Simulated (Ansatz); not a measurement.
**[Br···H···Si], triplet in cc-pVDZ: errors against RCCSDTQ**

Geometry: a point of a hydrogen-transfer path between rigid fragments, not a stationary point.

```json
{"atom": "Br", "x (Å)": "0.0000", "y (Å)": "0.0000", "z (Å)": "-1.6789"}
{"atom": "H", "x (Å)": "0.0000", "y (Å)": "0.0000", "z (Å)": "-0.2583"}
{"atom": "Si", "x (Å)": "0.0000", "y (Å)": "0.0000", "z (Å)": "1.9371"}
```

Basis cc-pVDZ; Ansatz 0.2.0. Only valence electrons are correlated (noble-gas cores and the filled d shells of p-block atoms frozen), which leaves 12 electrons in 31 orbitals. Prefix R: restricted or restricted open-shell reference; prefix U: unrestricted. Active spaces: pair = (4e, 4o) about the gap; valence = (12e, 9o) chosen from the atoms' valence shells. No spin–orbit coupling is included, and no scalar relativity.

Full CI isn't at hand for all of this; RCCSDTQ serves as the reference, and is uncertain by about the last step of the cluster series. The frozen core follows each run's orbitals, which can shift R against U totals by a few meV for light atoms and by up to 0.1 eV past Ca.

For open shells CISD is restricted-active-space CI with the open shells as a complete middle space.

```
UHF ⟨S²⟩                          : 2.014
T1 diagnostic (RCCSD)             : 0.0148
largest doubles amplitude (RCCSD) : 0.085
```

| level | E − E(RHF) (eV) |
| --- | --- |
| RMP2 | -4.9091 |
| RCCSD | -5.8003 |
| RCCSD(T) | -5.9041 |

Question: Estimate how far RCCSDTQ in cc-pVDZ lies from RCCSD(T). The table doesn't fix it; the size of (T) and the diagnostics are the guide.

Answer: RCCSDTQ in cc-pVDZ lies 0.65 kcal/mol below RCCSD(T), which is 27 % of the (T) step (-2.39 kcal/mol). The diagnostics give no warning, yet the rest is a sizeable part of (T).

The other levels:

```csv
level,E − E(RCCSDTQ) (kcal/mol),share of correlation (%),wall time
CISD,13.65,90.02,3.3 s
BCCD(T),0.65,99.53,5.5 s
RCCSDT,0.22,99.84,–
RCCSDT(Q),0.02,99.99,16 s
CASSCF (pair space),126.80,7.31,–
NEVPT2 (pair space),23.00,83.19,5.5 s
MRCISD (pair space),11.94,91.27,–
MRCISD+Q (pair space),-0.22,100.16,5.5 s
CASSCF (valence space),117.00,14.47,–
NEVPT2 (valence space),27.43,79.95,5.5 s
MRCISD (valence space),10.00,92.69,–
MRCISD+Q (valence space),0.10,99.92,6.5 s
```

The correlation energy at RCCSDTQ, counted from RHF, is -5.932 eV. That run took 97 s on 2 threads of AMD EPYC 7R13 with a shared H100 80 GB, shared host.

Run but not shown, since their state or frozen core can't be matched to the reference's or they repeat it: UHF, UMP2, UCCSD, UCCSD(T), UCCSDT, UCCSDT(Q).

Times hold each run's SCF and search for its determinant on a shared host, so for small cases they say little of a method's own cost; they ran on 1 thread of AMD EPYC 7R13.

Natural occupations of CASSCF (valence space) about the gap: 1.999 1.999 1.975 1.958 1.000 0.999 0.043 0.027; effectively unpaired electrons, Σ n²(2−n)², 2.02.
